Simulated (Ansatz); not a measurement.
**B2SiH+ (triplet): from Hartree-Fock to the top rungs, def2-TZVPP**

An exercise on one series of results from a longer session: the logs are not shown, and one member is left open.

Computed with Ansatz 0.2.0, Gaussian basis. Level: def2-TZVPP, core rule «outside noble gas», up to 7 orbitals frozen.

To be run: UHF; ROHF; CCSD(T) on UHF.

2 further runs of the same task are left out: 2 set aside as unsound or not needed.

### The system

The geometry is a PBE0/def2-TZVP stationary point (not a proven minimum) of the parent state, kept for this charge and spin.

4 atoms, charge 1, spin multiplicity 3.

Atoms are counted from 1 here; the program's logs count them from 0.

Bond lengths: B1–B2 1.556 Å, B1–Si3 1.803 Å, B2–Si3 2.031 Å, B2–H4 1.184 Å. Angles: B2–B1–Si3 74.0°, B1–B2–Si3 58.6°, B1–B2–H4 160.2°, Si3–B2–H4 141.2°, B1–Si3–B2 47.4°.

The first run:

in.yaml reads:

```yaml
crystal:
  periodic: [false, false, false]
  atoms:
    - {symbol: B, position_ang: [0.000000, -1.009164, 0.569007]}
    - {symbol: B, position_ang: [0.000000, 0.390881, 1.246852]}
    - {symbol: Si, position_ang: [0.000000, 0.194266, -0.774114]}
    - {symbol: H, position_ang: [0.000000, 1.218527, 2.093499]}
basis:
  gaussian: {orbitals: def2-TZVPP}
total_charge: 1
magnetization: {spin_polarized: true, initial_magnetization: 2}
hamiltonian: {xc: hf}
output: {orbitals: {seedname: orbitals}}
```

Launch:

```bash
ansatz run in.yaml --threads 1 --pin off --events-out ev --progress --plain --max-ram 4096MiB --backend cpu
```

Among the steps run: UHF; ROHF; CCSD(T) on UHF.

One of the session's tables, all rows but one given; the rest of the session is left out.

It belongs to the step «Misses and costs». 

```
  method  from UCCSD(T) (meV)
    ROHF                    ?
     UHF              +7621.4
    UMP2              +1606.2
   UCCSD               +472.5
UCCSD(T)                    0
```

**Question.** Estimate the row for ROHF.

**Answer.** from UCCSD(T) (meV): +7904.2. In the column «from UCCSD(T) (meV)» it is the highest.
